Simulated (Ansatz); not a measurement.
in.yaml

```yaml
crystal:
  periodic: [false, false, false]
  atoms:
    - {symbol: Ti, position_ang: [-0.060552, 0.000000, 0.000000]}
    - {symbol: H, position_ang: [1.437807, 0.000000, -1.080651]}
    - {symbol: H, position_ang: [1.437807, 0.000000, 1.080651]}
basis:
  gaussian: {orbitals: def2-SVP}
magnetization: {spin_polarized: true, initial_magnetization: 0}
hamiltonian: {xc: {name: wB97M-V}}
output: {orbitals: {seedname: orbitals}}
```

```sh
$ ansatz run in.yaml --threads 1 --pin off --events-out ev --progress --plain --max-ram 2393MiB
```

Log:

```
  # Of w^i u^j: cxij and so on, Table III.
  gx(w, u) = 1 - cx + cx01*u + cx10*w
  gss(w, u) = css00 + css04*u^4 + css10*w + css20*w^2 + css43*w^4*u^3
  gos(w, u) = cos00 + cos10*w + (cos20 + cos21*u)*w^2 + (cos60 + cos61*u)*w^6
      + integral(e_c_pw_mod_opposite_spin*gos(b97_w_opposite, b97_u_opposite)) + vv10(b, c)
460 factors; integrals over basis functions are off by at most 9.2e-4 eV
106 factors; integrals over basis functions are off by at most 2.9e-4 eV
mean field evaluation 1: about -23134.9506 eV, gradient 1.7e1 eV
mean field evaluation 2: about -23132.5569 eV, gradient 2.8e1 eV
mean field evaluation 4: about -23137.7092 eV, gradient 1.2e0 eV
mean field evaluation 8: about -23137.8523 eV, gradient 3.6e-1 eV
mean field evaluation 16: about -23137.9097 eV, gradient 1.5e-1 eV
mean field evaluation 32: about -23137.9119 eV, gradient 1.0e-4 eV
mean field evaluation 64: about -23138.2683 eV, gradient 6.5e-1 eV
mean field evaluation 96: about -23137.9029 eV, gradient 4.2e-1 eV
mean field -23138.27668346 eV, -850.3159844301 hartree, gradient 5.7e-6 eV, S^2 0.948408; 9 other end points of the search recorded, 0 dependent functions left out
reference -23138.27674438 eV, -850.3159866688 hartree; 12, 12 occupied and 29, 29 virtual orbitals, 460 factors
Total energy: -23138.27674438 eV, -850.3159866688 hartree
```

Ran on 1 thread of Arm Neoverse V2, shared host: 64 s wall, 0.22 GiB peak host memory.
